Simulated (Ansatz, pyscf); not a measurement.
HO–P=PH -> P≡P + H₂O, an elimination on the singlet surface: O–P, H–P broken, H–O formed. Structures and frequencies: ωB97X-D3(BJ)/def2-SVP in PySCF. Wave-function energies: Ansatz (a first-principles code), frozen core, RHF or UHF references. In kcal/mol, from the reactant's lowest minimum found.

```json
[
 {"level": "PBE/def2-TZVP", "barrier": "34.40", "reaction energy": "+12.36"},
 {"level": "PBE0-D3(BJ)/def2-TZVP", "barrier": "38.56", "reaction energy": "+13.09"},
 {"level": "CCSD(T)/cc-pV(D+d)Z", "barrier": "36.35", "reaction energy": "-1.95"},
 {"level": "CCSDT(Q)/cc-pV(D+d)Z", "barrier": "…", "reaction energy": "…"},
 {"level": "CCSD(T)/cc-pV(T+d)Z", "barrier": "39.14", "reaction energy": "+3.99"},
 {"level": "CCSD(T)/cc-pV(Q+d)Z", "barrier": "…", "reaction energy": "+4.84"}
]
```

Question: Some entries are withheld; supply them.

Answer: 
- CCSDT(Q)/cc-pV(D+d)Z, barrier: 36.15
- CCSDT(Q)/cc-pV(D+d)Z, reaction energy: -1.85
- CCSD(T)/cc-pV(Q+d)Z, barrier: 39.66

In cc-pV(D+d)Z, going from CCSD(T) to CCSDT(Q) shifts the barrier by -0.20 and the reaction energy by +0.10 kcal/mol. With HF in the quadruple-zeta basis and the correlation energy extrapolated as X⁻³ from X = 3, 4, CCSD(T) gives 39.61 and +5.50; adding the double-zeta shift gives ΔE‡ = 39.41 and ΔE = +5.60 kcal/mol, without core correlation, relativity or geometry relaxation at these levels. One saddle was located; it need not be the lowest between these sides. The CCSD(T) − MP2 part came from Ansatz, without density fitting, on the same reference.
